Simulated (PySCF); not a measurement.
Bonds broken one at a time in the series SiH2(OH)-X. Gas-phase values, no solvent. One relaxed conformer stands for each flexible species; it need not be the lowest. Strings in code marks are SMILES.

A: radical fragment (`[SiH3]`)
B: radical fragment (`CN(C)[SiH2]`)
C: radical fragment (`[SiH2]C=O`)

Problem. Rank these by highest occupied spin orbital (lowest first), as PBE0-D4/def2-TZVP run with PySCF gives it.

Solution. C (-6.57 eV), A (-6.40 eV), B (-5.07 eV)
